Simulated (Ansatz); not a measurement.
CN, doublet in 6-31G*: errors against UCCSDTQ

Geometry: MP2(full)/6-31G*, from the G2/97 set.

```yaml
atoms:
  - { symbol: C, position_ang: [0.0000, 0.0000, 0.0000] }
  - { symbol: N, position_ang: [0.0000, 0.0000, 1.1348] }
```

Basis 6-31G* (Cartesian d functions); Ansatz 0.2.0. Only valence electrons are correlated (noble-gas cores frozen), which leaves 9 electrons in 28 orbitals. R marks a restricted (for open shells ROHF) determinant, U an unrestricted one. Active spaces: valence = (9e, 8o) chosen from the atoms' valence shells.

Full CI isn't at hand for all of this; UCCSDTQ serves as the reference, and is uncertain by about the last step of the cluster series. The frozen core follows each run's orbitals, which can shift R against U totals by a few meV.

Unrestricted rows (U) aren't spin-pure: their determinants' ⟨S²⟩ exceeds S(S+1) by up to 0.28, so they mix in states of higher spin. For open shells CISD and CISDTQ are restricted-active-space CI with the open shells as a complete middle space.

The UHF ⟨S²⟩ is 1.031, the T1 diagnostic (RCCSD) is 0.0557 and the largest doubles amplitude (RCCSD) is 0.098. The T1 diagnostic (UCCSD) is 0.0784.

```csv
level,E − E(UCCSDTQ) (kJ/mol),share of correlation (%),wall time
RHF,766.5,0.00,–
UHF,731.5,4.56,–
RMP2,73.1,90.46,–
UMP2,125.8,83.59,–
CISD,92.9,87.88,1.1 s
RCCSD,39.6,94.83,–
UCCSD,39.6,94.83,–
RCCSD(T),5.8,99.25,1.3 s
UCCSD(T),8.5,98.89,1.3 s
BCCD(T),5.5,99.28,1.2 s
RCCSDT,3.0,99.60,–
UCCSDT,3.0,99.61,–
CISDTQ,5.0,99.34,9 s (H100)
RCCSDT(Q),-0.3,100.04,8 s
UCCSDT(Q),-1.4,100.18,6.5 s
RCCSDTQ,0.0,100.00,26 s (H100)
CASSCF (valence space),387.9,49.39,–
NEVPT2 (valence space),71.3,90.69,2.1 s
MRCISD (valence space),16.9,97.80,–
MRCISD+Q (valence space),0.7,99.91,3 s
```

The correlation energy at UCCSDTQ, counted from RHF, is -7.944 eV. That run took 20 s on 3 threads of AMD EPYC 7R13 with a whole H100 80 GB, shared host.

Times hold each run's SCF and search for its determinant on a shared host, so for small cases they say little of a method's own cost; rows without a card ran on 1 thread of AMD EPYC 7R13.

Natural occupations of CASSCF (valence space) about the gap: 1.992 1.961 1.929 1.929 1.021 0.077 0.077 0.016; effectively unpaired electrons, Σ n²(2−n)², 1.09.

Atomization energy (electronic, same basis, no zero-point term; atoms at the same level, unrestricted beside the R rows where the molecule is a closed shell, with restricted open-shell steps beyond CCSDT(Q)) at UCCSDTQ: 669.7 kJ/mol. Errors of other levels:

```csv
level,error (kJ/mol)
RHF,-326.6
UHF,-309.6
RMP2,25.8
UMP2,-28.6
CISD,-84.3
RCCSD,-33.6
UCCSD,-34.2
RCCSD(T),-4.1
UCCSD(T),-7.3
BCCD(T),-3.8
RCCSDT,-2.5
UCCSDT,-2.9
CISDTQ,-4.4
RCCSDT(Q),0.7
UCCSDT(Q),1.4
RCCSDTQ,0.4
CASSCF (valence space),2.7
NEVPT2 (valence space),10.1
MRCISD (valence space),-10.5
MRCISD+Q (valence space),-5.2
```

This basis is far from its limit, so the value isn't to be set against a measured one. Truncated CI isn't size-consistent, which counts against it in atomization.
